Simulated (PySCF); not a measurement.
Gas-phase thermal properties of HSO₃F

Energies from PySCF (xtb for GFN2), thermal terms from the rigid-rotor harmonic-oscillator model, ideal gas at 1 bar. The comparison is the NASA 1993 polynomial table, which mixes measured and estimated data. 6-31G* has spherical d functions here. All species are closed-shell singlets. B3LYP is the form with VWN-RPA correlation. No R ln 2 is added for the mirror-image form of HSO₃F. The harmonic model lacks anharmonicity and excited electronic states, which grow with temperature; levels with a mode under 35 cm⁻¹ are left out. Internal rotation in HSO₃F is treated as a harmonic vibration of one conformer, which makes the entropy rough. The table's entry may be an old estimate for HSO₃F (not checked at source).

```csv
level,point group,σ,ZPE (kJ/mol),S°298 (J/mol/K),Cp298 (J/mol/K),S°1000 (J/mol/K),H1000 − H298 (kJ/mol)
table,-,-,-,297.3,75.4,416.0,71.7
B3LYP/6-31G*,C1,1,69.7,299.4,76.4,419.1,72.2
GFN2-xTB,C1,1,64.1,303.2,81.7,427.6,74.6
HF/6-31G*,C1,1,78.2,292.5,70.3,406.6,69.2
PBE/def2-SVP,C1,1,67.5,301.2,78.2,422.6,73.0
PBE0/def2-TZVP,C1,1,73.2,295.0,73.5,412.4,71.0
```
σ: rotational symmetry number. Electronic degeneracy used: 1. Frequencies are unscaled.
